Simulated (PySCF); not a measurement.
# MgB⁺: from constants to spectrum

RHF-CCSD(T) constants of MgB⁺, ¹Σ⁺ (singlet), closed shell (basis Mg pcseg-2, B pcseg-2; no relativity; PySCF 2.14; masses 23.9850 and 11.0093 u):

```
ωe              : 355.6 cm⁻¹
ωexe            : 2.28 cm⁻¹
Be              : 0.34072 cm⁻¹
αe              : 0.00345 cm⁻¹
D (centrifugal) : 1.25e-06 cm⁻¹
De to Mg⁺ + B   : 1.60 eV
```

**Question.** Estimate the standard entropy (1 bar) and heat capacity of the ideal gas at 1500 K, rigid rotor with B0 and harmonic oscillator at the fundamental.

**Answer.** Translation (Sackur–Tetrode, M = 34.99 u): 186.8 J/(mol K). Rotation: q = kT/(σB0) = 3080 with σ = 1, 75.1. Vibration: x = hcν0/kT = 0.337, 17.40. S° = 279.3 J/(mol K); Cp = 7R/2 + 8.24 = 37.3 J/(mol K).

Correlated steps freeze 2 core orbitals. For an ion De counts to the pair picked by the measured ionisation energies or electron affinities, which need not be the lowest pair at this level. Where the molecule has an RHF reference, its open-shell atoms are computed with UHF.
